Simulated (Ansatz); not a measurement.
System: chalcopyrite CuGaSe2. Method: RPBE (Ansatz, a first-principles code, plane waves, PAW).

Settings: plane-wave cutoff 520 eV, 8×8×8 k mesh, Fermi–Dirac smearing 0.01 eV, no spin polarisation, scalar-relativistic PAW data made under PBE.

Shape and atoms are relaxed at each volume.

Pressure at four volumes; x = ln(V/23.509 Å³). One pressure is withheld.

```
V (Å³/atom)        x  P (GPa)
-----------  -------  -------
22.569       -0.0408        ?
23.039       -0.0202     1.11
23.509        0.0000     0.00
24.449        0.0392    -1.87
```

Task: Pass a parabola P(x) through the three rows shown, estimate the bulk modulus and its pressure derivative near zero pressure, and predict the withheld pressure.

Result: Slopes between the rows: (0.00 − (1.11))/(0.0000 − (-0.0202)) = -54.95 and (-1.87 − (0.00))/(0.0392 − (0.0000)) = -47.70 GPa. Their difference over the span 0.0594 is c = 7.25/0.0594 = 122.1 GPa, so P(x) = 1.11 + (-54.95)(x − (-0.0202)) + 122.1 (x − (-0.0202))(x − (0.0000)). At the middle row B = −dP/dx = −[-54.95 + 122.1 × 0.0202] = 52.5 GPa, and B′ = dB/dP = 2c/B = 4.7. At x = -0.0408 the parabola gives 2.34 GPa; the run gives 2.36 GPa. The Birch–Murnaghan fit to the energies at all volumes has B0 = 52.4 GPa and B′ = 4.8.

Note: the bulk modulus comes from volumes at which shape and atoms were relaxed.
